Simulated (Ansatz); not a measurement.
C2H6S, singlet: the ladder up to RCCSDTQ

Geometry: MP2(full)/6-31G*, from the G2/97 set.

```xyz
9

C     0.0000    1.3667   -0.5855
S     0.0000    0.0000    0.5925
C     0.0000   -1.3667   -0.5855
H     0.0000    2.2967   -0.0145
H     0.8916    1.3457   -1.2164
H    -0.8916    1.3457   -1.2164
H     0.0000   -2.2967   -0.0145
H    -0.8916   -1.3457   -1.2164
H     0.8916   -1.3457   -1.2164
```

Basis STO-3G; Ansatz 0.2.0. Correlated methods freeze the noble-gas cores, which leaves 20 electrons in 18 orbitals. Prefix R: restricted or restricted open-shell reference. Active spaces: frontier = (8e, 8o) about the gap.

Full CI isn't at hand for all of this; RCCSDTQ serves as the reference, and is uncertain by about the last step of the cluster series.

* UHF ⟨S²⟩: 0.000
* T1 diagnostic (RCCSD): 0.0040
* largest doubles amplitude (RCCSD): 0.063

```tsv
level	E − E(RHF) (eV)
RMP2	-3.5743
RCCSD	-4.7934
RCCSD(T)	-4.8174
```

(1) Estimate how far RCCSDTQ in STO-3G lies from RCCSD(T). The table doesn't fix it; the size of (T) and the diagnostics are the guide.

(1) RCCSDTQ in STO-3G lies 11 meV below RCCSD(T), which is 47 % of the (T) step (-24 meV). The diagnostics give no warning, yet the rest is a sizeable part of (T).

The other levels:

```csv
level,E − E(RCCSDTQ) (meV),share of correlation (%),wall time
CISD,400,91.72,0.58 s
BCCD(T),12,99.76,0.27 s
RCCSDT,5,99.89,–
CISDTQ,19,99.61,13 s
RCCSDT(Q),1,99.99,1.4 s
CASSCF (frontier space),2731,43.45,–
NEVPT2 (frontier space),742,84.64,7 s
```

The correlation energy at RCCSDTQ, counted from RHF, is -4.829 eV. That run took 24 s on 1 thread of AMD EPYC 7R13, shared host.

Times hold each run's SCF and search for its determinant on a shared host, so for small cases they say little of a method's own cost; they ran on 1 thread of AMD EPYC 7R13.

Atomization energy (electronic, same basis, no zero-point term; atoms at the same level, unrestricted beside the R rows where the molecule is a closed shell, with restricted open-shell steps beyond CCSDT(Q)) at RCCSDTQ: 3394.2 kJ/mol. Errors of other levels:

```csv
level,error (kJ/mol)
RHF,-359.7
RMP2,-66.5
CISD,-38.6
RCCSD,-3.4
RCCSD(T),-1.1
BCCD(T),-1.1
RCCSDT,-0.5
CISDTQ,-1.8
RCCSDT(Q),-0.1
```

This basis is far from its limit, so the value isn't to be set against a measured one. Truncated CI isn't size-consistent, which counts against it in atomization.
